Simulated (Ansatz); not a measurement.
Basis-set extrapolation for C$_{3}$H$_{2}$F$_{2}$, SMILES `FC1(F)C=C1` (PBE0-D4/def2-TZVP geometry, frozen core, the Gaussian-basis code of Ansatz). Multiplicity 1, RHF reference.

|  | def2-TZVPP | def2-QZVPP |
| --- | --- | --- |
| HF | -313.680695 | -313.694163 |
| MP2 correlation | -0.957510 | -1.036637 |
| CCSD(T) correlation | -1.008738 | not run |

Energies in hartree. Use E(X) = E(∞) + A·exp(−7.88·√X) for Hartree–Fock and E(X) = E(∞) + B·X^(−2.97) for correlation, with X = 3 and 4, and add CCSD(T) minus MP2 of the smaller set to the MP2 limit.

Q: What is the CCSD(T) energy at the basis-set limit?

A: HF limit: -313.694163 + (-0.013468) × 0.13774 = -313.69602. MP2 limit: -1.036637 + (-0.079127) × 0.74074 = -1.09525. Higher-order term: -1.008738 − (-0.957510) = -0.05123. Total: -314.84250 hartree, 4.17 eV below CCSD(T)/def2-TZVPP.
